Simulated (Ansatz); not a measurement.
bcc Li, treated with PBE0 in Ansatz (plane waves, PAW).

Settings: plane-wave cutoff 460 eV, 14×14×14 k mesh, Fermi–Dirac smearing 0.05 eV, scalar-relativistic PAW data made under PBE.

A third-order Birch–Murnaghan fit to the energies gives V0 = 20.785 Å³/atom, B0 = 13.3 GPa, B′ = 3.4.

```csv
V (Å³/atom),P (GPa)
19.721,?
20.375,0.274
20.759,0.016
21.278,?
21.797,-0.585
```

Estimate the withheld pressures from this fit; the answers are the runs' own values.


- 19.721, P (GPa): 0.765
- 21.278, P (GPa): -0.301

The formula P = (3/2) B0 (x^(7/3) − x^(5/3)) [1 + (3/4)(B′ − 4)(x^(2/3) − 1)] with x = V0/V meets the computed pressures within 0.01 GPa when these rounded values are put in.

Measured, for comparison: bulk modulus 13.8 GPa (corrected for temperature and zero-point phonon effects, our sources range from 13.1 to 13.9; as tabulated in Levämäki et al. (2014), arXiv:1402.3671); equilibrium volume per atom 20.51 Å³/atom (low-temperature or extrapolated to 0 K; zero-point anharmonic expansion removed; as tabulated in Csonka et al. (2009), arXiv:0903.4037). Computed (rounded) less measured: bulk modulus -4 % (inside the range of the sources held), equilibrium volume per atom +1.3 %.

Computed values are for the static lattice.

Cost on a shared machine: very roughly 14 core-minutes.

Ansatz is a program for electronic structure.
